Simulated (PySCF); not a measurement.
**Functional dependence of a UV spectrum**

Species: C4H6.
Numbering: `[CH2:1]=[CH:2][CH:3]=[CH2:4]` (hydrogens: H5, H6 on C1; H7 on C2; H8 on C3; H9, H10 on C4)

Linear-response calculations in the def2-SVPD basis (PySCF; singlets by full response, triplets Tamm–Dancoff, core orbitals frozen in the response; HF means time-dependent Hartree–Fock). 'Strongest' is the level of largest summed f among the singlets computed (10 roots, of which the last may lack a degenerate partner); it can jump between rows when another state enters that window. S1 is the lowest singlet of each run and needn't be the same state throughout; f(S1) is that of one state. Geometry: PBE0-D3(BJ)/def2-SVP, one conformer, isolated molecule.

| run | S1 (eV) | f(S1) | strongest (eV) | T1 (eV) | HOMO (eV) | gap (eV) | ionisation energy, ΔSCF (eV) |
| --- | --- | --- | --- | --- | --- | --- | --- |
| 1 | 5.93 | 0.715 | 5.93 | 3.17 | -8.06 | 8.25 | 8.96 |
| 2 | 5.94 | 0.717 | 5.94 | 3.27 | -8.60 | 9.44 | 8.91 |
| 3 | 5.96 | 0.757 | 5.96 | 3.07 | -7.64 | 7.81 | 8.70 |
| 4 | 6.13 | 0.740 | 6.13 | 3.10 | -9.40 | 10.71 | 9.03 |

Task: The runs used BHandHLYP, CAM-B3LYP, LC-wPBE and wB97X-D. Which is which?

Result: 1 = CAM-B3LYP, 2 = wB97X-D, 3 = BHandHLYP, 4 = LC-wPBE. S1 runs from 5.93 eV (CAM-B3LYP) to 6.13 eV (LC-wPBE), a spread of 0.20 eV, while the orbital gap spreads over 2.9 eV. −ε(HOMO) comes closest to its own ΔSCF ionisation energy with wB97X-D (-0.31 eV) and misses most with BHandHLYP (-1.06 eV). The lowest singlet of a reference set is 1Bu(π→π*) at 6.22 eV (computed, theoretical best estimate (aug-cc-pVTZ, frozen core, CC3 geometry), gas; Veril, Scemama, Caffarel, Lipparini, Boggio-Pasqua, Jacquemin, Loos, WIREs Comput. Mol. Sci. 2021, 11, e1517 (QUESTDB)). The lowest computed singlet differs from it by LC-wPBE -0.09, BHandHLYP -0.26, wB97X-D -0.28, CAM-B3LYP -0.29 eV; geometry and basis of the reference needn't be the same. The lowest triplet of a reference set is 3Bu(π→π*) at 3.36 eV (computed, theoretical best estimate (aug-cc-pVTZ, frozen core, CC3 geometry), gas; Veril, Scemama, Caffarel, Lipparini, Boggio-Pasqua, Jacquemin, Loos, WIREs Comput. Mol. Sci. 2021, 11, e1517 (QUESTDB)). The lowest computed triplet differs from it by wB97X-D -0.09, CAM-B3LYP -0.19, LC-wPBE -0.26, BHandHLYP -0.29 eV; geometry and basis of the reference needn't be the same.
